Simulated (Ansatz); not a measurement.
**BCl (SMILES [B]Cl) at B2PLYP/STO-3G**

Aim: the vertical electron affinity of BCl at B2PLYP/STO-3G, from 2 runs. 

The results are computed with Ansatz 0.2.0.

40 further runs of the same task are left out: 1 that didn't finish, 39 set aside as unsound or not needed.

### Step 1. Starting point

The species is BCl (2 atoms), meant as a singlet with charge 0. As SMILES, `[B]Cl`. The coordinates come from a PBE0-D4/def2-TZVP relaxation.

Bond lengths: B1–Cl2 1.718 Å.

### Step 2. A single-point energy at B2PLYP/STO-3G

input.yaml reads:

```yaml
crystal:
  periodic: [false, false, false]
  atoms:
    - symbol: B
      position_ang: [-0.000000, -0.000000, -0.069660]
    - symbol: Cl
      position_ang: [0.000000, 0.000000, 1.648190]
basis:
  gaussian:
    orbitals: STO-3G
correlation:
  frozen_orbitals: {B: 1, Cl: 5}
hamiltonian:
  xc: {name: B2PLYP}
accuracy: high
```

Started as:

```console
$ ansatz run input.yaml --threads 1 --pin off --max-ram 3480MiB --events-out events.jsonl --progress --plain --runs-dir runs
```

The log of the run:

```text
Warning: RAYON_NUM_THREADS=1 ignored (pool sized by the plan → 1); use --threads N
Functional definition: B2PLYP
  name "B2PLYP"
  parameter a = 0.53
  parameter c = 0.27
  exchange = (1 - a)*b88_x + a*exact_x
  correlation = (1 - c)*lyp_c + c*(mp2_os + mp2_ss)
224 factors; integrals over basis functions are off by at most 2.1e-8 eV
mean field evaluation 1: about -13044.5369 eV, gradient 1.1e1 eV
mean field evaluation 2: about -13044.5451 eV, gradient 1.1e1 eV
mean field evaluation 4: about -13045.1083 eV, gradient 1.3e-1 eV
mean field evaluation 8: about -13045.1073 eV, gradient 1.5e-4 eV
mean field -13045.10733751 eV, -479.3988523623 hartree, gradient 1.2e-9 eV, S^2 0.000000; 0 other end points of the search recorded, 0 dependent functions left out; unrestricted orbitals would lower it
6 core orbitals not correlated: weight in the atoms' cores, before any rotation towards them, 1.000 or more for the frozen orbitals, at most 0.000 for the correlated occupied ones
reference -13045.10735138 eV, -479.3988528718 hartree; 5, 5 occupied and 3, 3 virtual orbitals, 224 factors
second order -1.63852834 eV of doubles, -0.00000000 eV of singles
Total energy: -13045.54975403 eV, -479.4151108693 hartree
```

It took 0.48 s on 1 thread of Intel Xeon Platinum 8488C (Sapphire Rapids), shared host.

### Step 3. The doublet anion

job.yaml reads:

```yaml
crystal:
  periodic: [false, false, false]
  atoms:
    - {symbol: B, position_ang: [-0.000000, -0.000000, -0.069660]}
    - {symbol: Cl, position_ang: [0.000000, 0.000000, 1.648190]}
basis:
  gaussian:
    orbitals: STO-3G
total_charge: -1
magnetization:
  spin_polarized: true
  initial_magnetization: 1
hamiltonian:
  xc: {name: B2PLYP}
correlation:
  frozen_orbitals: {B: 1, Cl: 5}
accuracy: high
```

Started as:

```console
$ ansatz run job.yaml --threads 1 --pin off --max-ram 3480MiB --events-out events.jsonl --progress --plain --runs-dir runs
```

The log of the run, cut to the lines that bear on the results:

```text
Warning: RAYON_NUM_THREADS=1 ignored (pool sized by the plan → 1); use --threads N
[... 2 set-up lines as earlier in the session ...]
[...]
224 factors; integrals over basis functions are off by at most 2.1e-8 eV
[...]
mean field -13039.58740725 eV, -479.1959986665 hartree, gradient 4.8e-9 eV, S^2 0.752605; 2 other end points of the search recorded, 0 dependent functions left out
6 core orbitals not correlated: weight in the atoms' cores, before any rotation towards them, 1.000 or more for the frozen orbitals, at most 0.000 for the correlated occupied ones
reference -13039.58742080 eV, -479.1959991645 hartree; 6, 5 occupied and 2, 3 virtual orbitals, 224 factors
second order -0.77045567 eV of doubles, -0.00000000 eV of singles
Total energy: -13039.79544383 eV, -479.2036438700 hartree
```

Run time: 0.74 s. Hardware: 1 thread of Intel Xeon Platinum 8488C (Sapphire Rapids), shared host; peak memory 0.12 GiB.

### Step 4. Summary of results

At B2PLYP/STO-3G, 6 core orbitals frozen:

```
                                         quantity          value
                        singlet BCl: total energy  -479.41511 Eh
                      doublet anion: total energy  -479.20364 Eh
                              doublet anion: ⟨S²⟩          0.753
vertical electron affinity (to the doublet anion)      -5.754 eV
```

**Reading.** The anion lies 5.75 eV (133 kcal/mol) above the neutral: the electron isn't bound at this level, and such a value depends on the basis. Without diffuse functions anions come out too high. In a minimal basis such a difference can be off by several eV, whatever the method. The restricted solution (singlet BCl) is unstable to spin breaking: an unrestricted one lies lower.
